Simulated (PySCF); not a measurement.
Species: dimethyl thioether, C2H6S, net charge 0, singlet state. 
Geometry from a B3LYP-D3(BJ)/def2-TZVP (Ansatz) optimisation:
```
S
C 1 1.8112
H 2 1.0891 1 107.16
H 2 1.0906 3 108.89 1 120.22
H 2 1.0906 3 108.89 4 119.56
C 1 1.8112 2 99.32 3 180.00
H 6 1.0891 1 107.16 2 -180.00
H 6 1.0906 7 108.89 1 -120.22
H 6 1.0906 7 108.89 8 -119.56
```
Charge 0, spin multiplicity 1.

Dispersion corrections to the total energy (kcal/mol) from the dftd3 and dftd4 libraries through PySCF: D3(BJ) without and D4 with the three-body term, each with the damping fitted for the functional named.

```
functional  D3(BJ)      D4
----------  ------  ------
PBE              ?   -3.22
B2GP-PLYP    -2.22   -1.32
HF          -30.91  -12.60
PW6B95       -1.70   -2.88
CAM-B3LYP    -2.68       ?
BLYP             ?   -7.33
BP86         -5.57   -4.18
```

Problem. Fill in the missing entries.

Solution. 
- PBE, D3(BJ): -3.61
- CAM-B3LYP, D4: -2.66
- BLYP, D3(BJ): -7.71
